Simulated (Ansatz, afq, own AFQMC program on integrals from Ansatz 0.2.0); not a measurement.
# CH₂N, quartet in cc-pVDZ, levels against CCSDT(Q)

| atom | x (Å) | y (Å) | z (Å) |
| --- | --- | --- | --- |
| N | 0.0000 | 0.0000 | 0.5108 |
| C | 0.0000 | 0.0000 | -0.7748 |
| H | 0.0000 | 0.8569 | 1.0670 |
| H | 0.0000 | -0.8569 | 1.0670 |

Connectivity, by distances: NH2–C.

Basis cc-pVDZ. Only valence electrons are correlated. Integrals, coupled cluster, full CI and functionals: Ansatz 0.2.0; the random walks run on the same integrals in our own AFQMC program. The CISD trial takes its coefficients from CCSD amplitudes. Released means that phaseless walkers are propagated on without the constraint, phases kept. ± is one standard error of the sampling.

Determinant: UHF, the one that the program's search chose, which needn't be the lowest solution. The geometry is a PBE0/def2-TZVP stationary point of this or a neighbouring charge and spin state.

No full CI on the walks' own integrals is used here; CCSDT(Q) serves as the reference and is uncertain by about the last step of the cluster series.

Cautions: another spin lies lower (by 4.01 eV).

The T1 diagnostic is 0.0149. The weight of the determinant in the CISD state is 0.917, the ⟨S²⟩ of the determinant is 3.758 and the size of the correlated space is 11 electrons in 36 orbitals.

(1) Estimate: order these by the size of their error in total energy against CCSDT(Q), smallest first.
A. CCSD
B. CCSD(T)
C. phaseless AFQMC with a CISD trial
D. MP2

(1) C (2.8 ± 3.2 meV), B (25.4 meV), A (174.9 meV), D (763.7 meV).

Reference: CCSDT(Q), correlation energy -6.874 eV.

A walk keeps the symmetry of its determinant, which the program's search chose and which needn't be the lowest solution, so a lower state of the same spin and another symmetry isn't excluded.
